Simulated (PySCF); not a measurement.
**`FC(=C=CC)Cl`, C₄H₄ClF**

Geometry:
```json
{"atom": "C1", "x (Å)": "-1.579", "y (Å)": "-0.304", "z (Å)": "-0.320"}
{"atom": "C2", "x (Å)": "-0.504", "y (Å)": "0.561", "z (Å)": "0.254"}
{"atom": "C3", "x (Å)": "0.757", "y (Å)": "0.250", "z (Å)": "0.281"}
{"atom": "C4", "x (Å)": "2.011", "y (Å)": "-0.069", "z (Å)": "0.254"}
{"atom": "F5", "x (Å)": "2.628", "y (Å)": "-0.745", "z (Å)": "1.241"}
{"atom": "Cl6", "x (Å)": "3.099", "y (Å)": "0.342", "z (Å)": "-1.033"}
{"atom": "H7", "x (Å)": "-1.167", "y (Å)": "-1.224", "z (Å)": "-0.722"}
{"atom": "H8", "x (Å)": "-2.307", "y (Å)": "-0.544", "z (Å)": "0.454"}
{"atom": "H9", "x (Å)": "-2.097", "y (Å)": "0.235", "z (Å)": "-1.111"}
{"atom": "H10", "x (Å)": "-0.831", "y (Å)": "1.503", "z (Å)": "0.680"}
```

Method used: TDDFT CAM-B3LYP/def2-SVPD circular dichroism and optical rotation, one conformer, gas phase in PySCF 2.14.0. Geometry: GFN2-xTB.

No stereocentre is labelled: unless the shape is locked (an allene, a helicene, a hindered biaryl), the mirror image is equally populated and a measured rotation or CD is zero.

List the lowest 8 singlet excitations with oscillator and rotatory strengths.

Rotatory strengths R in 10⁻⁴⁰ esu² cm², velocity form and length form (origin at the centre of mass); f in length form.
```csv
state,E (eV),λ (nm),f,R (velocity),R (length),main
1,4.76,261,0.0003,+1.0,+1.2,HOMO→LUMO 0.97
2,6.59,188,0.0002,+4.5,+4.5,"HOMO−1→LUMO+1 0.67, HOMO−1→LUMO+2 0.14"
3,6.71,185,0.006,+0.3,+0.7,"HOMO−1→LUMO 0.51, HOMO→LUMO+1 0.41"
4,6.89,180,0.009,+10.2,+10.6,"HOMO→LUMO+2 0.62, HOMO→LUMO+3 0.14"
5,7.14,174,0.233,-101.6,-106.0,"HOMO→LUMO+3 0.29, HOMO→LUMO+1 0.28"
6,7.45,166,0.838,+187.6,+192.5,"HOMO→LUMO+2 0.27, HOMO→LUMO+3 0.22"
7,7.78,159,0.023,+1.5,+2.6,"HOMO−2→LUMO 0.48, HOMO−1→LUMO+2 0.30"
8,7.88,157,0.196,-39.5,-41.8,"HOMO−2→LUMO 0.27, HOMO−1→LUMO+2 0.24"
```

Among the states computed, the strongest CD band (largest |R|) is state 6. The largest dissymmetry factor in size, g = 4R/(D+G), with D and G the electric and magnetic dipole strengths, is +0.24 for state 2 (velocity form, f = 0.0002), among bands with |R| over 0.5. The mirror image has the same energies and oscillator strengths and all R with the opposite sign.
